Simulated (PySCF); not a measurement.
## Stretching CH⁻

Set-up: PySCF, no relativity, basis sets H def2-TZVPPD, C def2-TZVPPD. Energies in eV from H + C⁻ in their ground configurations at the same level. State: ³Σ⁻ (triplet), unpaired electrons π ↑↑.

```tsv
R (Å)	PBE
0.980	-3.284
1.026	-3.521
1.072	-3.661
1.106	-3.716
1.140	-3.738
1.174	-3.733
1.220	-3.692
1.277	-3.602
1.345	-3.455
1.436	-3.223
```

Question: Put a parabola through the three lowest points of the PBE curve and estimate Re, k and ωe (reduced mass 0.9297 u; 1 eV/Å² = 0.16022 mdyn/Å; ωe = 1302.8·√(k/μ) cm⁻¹).

Answer: Through R = 1.106, 1.14, 1.174 Å the second-order coefficient is 11.7 eV/Å², so Re ≈ 1.151 Å, k ≈ 3.74 mdyn/Å and ωe ≈ 2614 cm⁻¹. A polynomial fit of higher order to the unrounded PBE energies gives Re = 1.149 Å, k = 3.51 mdyn/Å, ωe = 2532 cm⁻¹; anharmonicity and rounding make the difference.

The higher-order fit for each curve: PBE: Re = 1.149 Å, ωe = 2532 cm⁻¹, De = 3.74 eV.

For an ion De counts to the pair picked by the measured ionisation energies or electron affinities, which need not be the lowest pair at this level. The highest Kohn–Sham level is positive in this anion. Much of that is self-interaction error, but it also means that the finite basis helps to hold the extra electron. The state is the lowest determinant that a PBE0 search found; another state may lie lower at other levels.
